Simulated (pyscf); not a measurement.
Thermochemistry of product channels of HO–B(F)–F + SiH₄ on the singlet surface, in kcal/mol, from CCSD(T)/def2-TZVPP + ΔMP2(QZVPP) energies (ideal gas, 1 atm, RRHO with modes under 100 cm⁻¹ raised to 100, one conformer, R ln 2 for chiral ones without a mode under 150 cm⁻¹). Optimised with ωB97X-D3(BJ)/def2-SVP in PySCF. MP2 and CC: frozen core, UHF for open shells. ΔMP2 is the change of the MP2 total energy from the triple- to the quadruple-zeta basis.

```csv
products,ΔE,ΔH(298 K),ΔG(900 K),ΔG(1200 K)
H₂O + F–B(F)–SiH₃,?,+36.8,+31.1,+29.0
HO–BH–F + F–SiH₃,+2.6,+3.6,+0.9,?
HO–SiH₃ + F–BH–F,?,+10.9,+5.6,+3.9
```

### Question
Fill in the missing entries.

### Answer

- H₂O + F–B(F)–SiH₃, ΔE: +36.1
- HO–BH–F + F–SiH₃, ΔG(1200 K): +0.1
- HO–SiH₃ + F–BH–F, ΔE: +10.5

These are energies of the channels, which say nothing of barriers. The CCSD(T) − MP2 part came from Ansatz, without density fitting, on the same reference.
